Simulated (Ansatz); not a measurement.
Ansatz (a quantum-chemistry and plane-wave program) input (CAM-B3LYP/def2-TZVPD):

Ansatz 0.2 input:
```yaml
crystal:
  periodic: [false, false, false]
  atoms:
    - {symbol: S, position_ang: [-0.00339682, -0.00829351, 1.17788329]}
    - {symbol: C, position_ang: [0.00170050, 1.27084117, -0.10510870]}
    - {symbol: C, position_ang: [-0.00115788, -1.20666460, -0.05900771]}
    - {symbol: C, position_ang: [0.00485736, 0.80468746, -1.38105410]}
    - {symbol: C, position_ang: [0.00306320, -0.63891180, -1.30946501]}
    - {symbol: H, position_ang: [0.00173214, 2.28649150, 0.27241401]}
    - {symbol: H, position_ang: [-0.00306457, -2.25722682, 0.20206005]}
    - {symbol: H, position_ang: [0.00490248, -1.27628193, -2.19279362]}
basis:
  gaussian:
    orbitals: def2-TZVPD
hamiltonian:
  xc: {name: CAM-B3LYP}
total_charge: -1
output: {forces: true}
```

Output:

```
Functional definition: CAM-B3LYP
integrals: 0.17 GiB planned
1145 factors; their error is unknown
integrals: 0.21 GiB planned
425 factors; integrals over basis functions are off by at most 3.1e-5 eV
mean field: 1.66 GiB planned
mean field evaluation 1: about -15024.7776 eV, gradient 4.6e1 eV
mean field evaluation 2: about -14999.3601 eV, gradient 9.7e1 eV
mean field evaluation 4: about -15030.3180 eV, gradient 6.4e0 eV
mean field evaluation 8: about -15030.4182 eV, gradient 3.2e-1 eV
mean field evaluation 16: about -15030.4272 eV, gradient 8.9e-4 eV
mean field -15030.42722882 eV, -552.3580126695 hartree, gradient 6.7e-5 eV, S^2 0.000000; 0 other end points of the search recorded, 0 dependent functions left out
the calculation of the forces begins
reference -15030.42735979 eV, -552.3580174826 hartree; 22, 22 occupied and 199, 199 virtual orbitals, 1145 factors
Total energy: -15030.42735979 eV, -552.3580174826 hartree
Atom 0 at    -0.003397    -0.008294     1.177883 Å, force     0.001743     0.140475    -0.552312 eV/Å
Atom 1 at     0.001700     1.270841    -0.105109 Å, force    -0.000424    -0.301767     0.032093 eV/Å
Atom 2 at    -0.001158    -1.206665    -0.059008 Å, force     0.000903     0.288488    -0.203463 eV/Å
Atom 3 at     0.004857     0.804687    -1.381054 Å, force    -0.001106    -0.003905     0.382896 eV/Å
Atom 4 at     0.003063    -0.638912    -1.309465 Å, force    -0.001231    -0.162080     0.366124 eV/Å
Atom 5 at     0.001732     2.286491     0.272414 Å, force     0.000058    -0.038002    -0.034605 eV/Å
Atom 6 at    -0.003065    -2.257227     0.202060 Å, force     0.000173     0.041159    -0.044355 eV/Å
Atom 7 at     0.004902    -1.276282    -2.192794 Å, force    -0.000115     0.035631     0.053622 eV/Å
Dipole moment:    -0.002823    -0.586756     0.757209 e Å
```

It need not be the lowest isomer of its formula. Whether it binds its extra electron was not tested at this geometry.
